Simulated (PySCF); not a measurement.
formaldehyde (CH2O), SMILES C=O. Atoms are numbered in the order given.

```xyz
4

C      0.0000     0.0000    -0.5264
O      0.0000     0.0000     0.6735
H      0.0000     0.9421    -1.1148
H      0.0000    -0.9421    -1.1148
```

Coordinates come from a r2SCAN-D4/def2-TZVPD optimisation.

Computed with r2SCAN/def2-TZVPD in PySCF.

Computed frontier levels, gap, dipole moment and polarisability:
highest occupied level: -6.55 eV
lowest empty level: -2.33 eV
orbital gap: 4.22 eV
dipole moment: 2.29 D
quadrupole, principal values (traceless, Buckingham form, about the centre of nuclear charge): -0.65, 0.31, 0.34 D·Å
mean static polarisability: 18.0 bohr³ (2.67 Å³)
polarisability, principal values: 13.0, 18.6, 22.6 bohr³
